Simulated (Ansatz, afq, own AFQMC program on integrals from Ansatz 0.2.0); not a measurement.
**Si$_{2}$H$_{2}$, singlet in cc-pVDZ, levels against CCSDT(Q)**

```xyz
4

Si    0.0000    0.0000    0.9246
Si    0.0000    0.0000   -1.0504
H     0.0000    1.2361    1.7526
H     0.0000   -1.2361    1.7526
```

Connectivity, by distances: SiH2–Si.

Basis cc-pVDZ. Noble-gas cores (and the filled d shells of Ga–Kr and In–Xe) are frozen. AFQMC by an in-house program on the Cholesky factors that Ansatz 0.2.0 writes for its CCSD(T) run. The CISD trial takes its coefficients from CCSD amplitudes. Released means that phaseless walkers are propagated on without the constraint, phases kept. Free AFQMC starts from the CCSD state and is never constrained. Its projection time is finite, and what remains of the start isn't in its error. Error bars are statistical, one sigma.

Determinant: RHF, the one that the program's search chose, which needn't be the lowest solution. The geometry is a point of a scan.

No full CI on the walks' own integrals is used here; CCSDT(Q) serves as the reference and is uncertain by about the last step of the cluster series.

Cautions: higher spins were not checked; restricted determinant unstable towards unrestricted (UHF 78 meV lower, ⟨S²⟩ 0.38).

```
T1 diagnostic                               : 0.0195
weight of the determinant in the CISD state : 0.847
size of the correlated space                : 10 electrons in 36 orbitals
```

```json
{"level": "MP2", "correlation energy (eV)": "-4.5671"}
{"level": "CCSD", "correlation energy (eV)": "-5.6509"}
{"level": "CCSD(T)", "correlation energy (eV)": "-5.8618"}
```

(1) Estimate where AFQMC with the constraint released lies against CCSD(T) on the same integrals.

(1) 4.1 ± 1.5 kJ/mol below CCSD(T).

Reference: CCSDT(Q), correlation energy -5.913 eV. The released energy is read at 2.40 1/Eh (meV from the phaseless value at times in 1/Eh: -1 ± 14 at 0.24, -6 ± 13 at 0.51, 3 ± 10 at 0.99, -11 ± 11 at 1.62, -8 ± 15 at 2.40).

| level | E − E(reference) (kJ/mol) | share of correlation (%) |
| --- | --- | --- |
| CCSD(T) | 5.0 | 99.13 |
| CCSDT | 1.5 | 99.74 |
| ph-AFQMC/HF | -0.2 ± 7.3 | 100.03 |
| ph-AFQMC/CISD | 1.7 ± 1.3 | 99.71 |
| released AFQMC | 0.9 ± 1.5 | 99.84 |
| free AFQMC | 2.3 ± 1.1 | 99.60 |

Free projections are given only where their last times agree within the noise and don't stop above the reference; a slow remainder of the start can still hide under it. A walk keeps the symmetry of its determinant, which the program's search chose and which needn't be the lowest solution, so a lower state of the same spin and another symmetry isn't excluded. Released energies are given only where the last usable release times agree within the noise; a slower fall can still hide under it.
